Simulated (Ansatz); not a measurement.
System: CH₄O, net charge 1, doublet state. 
Geometry from a B3LYP-D3(BJ)/def2-TZVP (Ansatz, an electronic-structure program) optimisation:
```xyz
6

C     -0.0733     0.6211     0.1251
O      0.0496    -0.6923    -0.1845
H     -1.1776     0.8533     0.1127
H      0.6233    -1.2067     0.4321
H      0.4613     0.9684     1.0035
H      0.1358     1.1968    -0.8226
```
Charge +1, spin multiplicity 2.

Basis-set convergence of Hartree-Fock and CCSD(T) correlation energies (hartree) with Ansatz. Valence correlation only, unless marked. Open shells are spin-unrestricted. Spin-orbit coupling is left out. Non-relativistic.

```
basis       functions       E(HF)  E(corr, CCSD(T))
----------  ---------  ----------  ----------------
def2-SVP           48  -114.59530          -0.34300
def2-TZVPP        118         ___               ___
```

### Question
Some entries are withheld; supply them.

### Answer

- def2-TZVPP, E(HF): -114.73459
- def2-TZVPP, E(corr, CCSD(T)): -0.42227
